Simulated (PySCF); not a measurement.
**Functional benchmark on one molecule**

Molecule: SMILES c1cc[nH]c1, C4H5N.

Numbering as in the mapped SMILES `[cH:1]1[cH:2][cH:3][nH:4][cH:5]1`. Each H is labelled by its parent atom.

Geometry PBE0-D3(BJ)/def2-SVP throughout; GIAO in PySCF 2.14, gas phase, one conformer, non-relativistic; equivalent atoms averaged; basis pcSseg-2.

Reference values (measured; solution, CDCl3, 298 K; Fulmer et al., Organometallics 2010, 29, 2176): δ(H(C3)/H(C5)) = 6.83 ppm, δ(H(C1)/H(C2)) = 6.26 ppm, δ(C3/C5) = 117.8 ppm, δ(C1/C2) = 108.0 ppm. Computed shifts are taken against TMS, calculated as an isolated molecule at each level.

Q: How do the functionals HF, LDA, PBE, BLYP, BP86, OPBE, KT2, KT3, B97-D, B3LYP, PBE0, mPW1PW91, WP04, B97-2, BHandHLYP, CAM-B3LYP, wB97X-D, LC-wPBE perform against the reference? Times are CPU seconds on shared hosts with different chips, so compare them loosely; the GGAs took longer than the global hybrids here, which isn't the general rule, and the cause wasn't traced.

A: 
```csv
functional,kind,H(C3)/H(C5),H(C1)/H(C2),C3/C5,C1/C2,mean abs. error H,mean abs. error C,core-s
HF,Hartree–Fock,6.99,6.54,126.8,116.2,0.22,8.6,18
LDA,LDA,6.77,6.55,124.4,120.4,0.18,9.5,46
PBE,GGA,6.73,6.46,119.7,115.2,0.15,4.6,56
BLYP,GGA,6.70,6.42,120.0,115.4,0.15,4.8,59
BP86,GGA,6.71,6.44,119.6,115.1,0.15,4.4,51
OPBE,GGA,6.76,6.47,115.6,111.0,0.14,2.6,54
KT2,GGA,6.73,6.39,113.1,107.2,0.11,2.8,53
KT3,GGA,6.72,6.37,111.9,106.2,0.11,3.8,62
B97-D,GGA,6.70,6.40,116.6,111.9,0.14,2.6,51
B3LYP,global hybrid,6.77,6.48,122.9,117.4,0.14,7.3,35
PBE0,global hybrid,6.82,6.53,122.9,117.2,0.14,7.2,31
mPW1PW91,global hybrid,6.80,6.51,123.2,117.5,0.14,7.5,39
WP04,global hybrid,6.55,6.25,123.5,118.2,0.15,8.0,23
B97-2,global hybrid,6.78,6.48,120.4,114.7,0.14,4.7,25
BHandHLYP,global hybrid,6.87,6.53,125.8,118.5,0.16,9.2,22
CAM-B3LYP,range-separated hybrid,6.85,6.56,126.7,120.2,0.16,10.6,34
wB97X-D,range-separated hybrid,6.84,6.55,125.2,118.9,0.15,9.2,32
LC-wPBE,range-separated hybrid,6.90,6.61,130.1,123.2,0.21,13.8,40
```

For 1H the closest is KT3 (0.11 ppm, with KT2, B97-D, B97-2, OPBE, PBE0, mPW1PW91 practically level) and the furthest HF (0.22 ppm).

For 13C the closest is B97-D (2.6 ppm, with OPBE, KT2 practically level) and the furthest LC-wPBE (13.8 ppm). One molecule is a small sample, and vibrational and solvent effects are absent from the calculation.
